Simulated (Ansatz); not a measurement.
A made-up structure of SiHS2, doublet:

S1  (0.162, 0.011, 0.096)
Si2  (-1.589, -0.462, 0.915)
S3  (-0.017, 0.375, -1.965)
H4  (1.331, 0.089, 0.785)
(Å)

It is relaxed with PBE-D4/def2-SVP and then PBE0-D4/def2-TZVP (Ansatz 0.2.0). Atoms count as bonded within 1.22 times the sum of their covalent radii (H–H: 0.88 Å). The end point is not checked to be a true minimum.

(1) Does its bonding change? (Judge from chemistry; the calculation decides.)

## Answers

(1) Computed: No: no bond forms or breaks.

Where it ends: The first stage lowers the energy by 0.55 eV in 6 steps. It ends as SiHS₂ ([Si][SH][S]):
```csv
atom,x (Å),y (Å),z (Å)
S1,0.0057,0.0131,-0.0629
Si2,-1.5768,-0.5159,1.2059
S3,0.2918,0.4267,-1.9467
H4,1.1666,0.0882,0.6349
```

Labels in which every atom is bracketed show which atoms are joined, not bond orders.

For scale, one of the runs: PBE0-D4/def2-TZVP relaxation, 117 basis functions, launched by `ansatz run in.yaml --threads 2 --pin off --events-out ev --progress --plain --max-ram 4352MiB`. Hardware: 2 CPU threads of an Arm Neoverse V1, shared host. Wall time about 23 s.
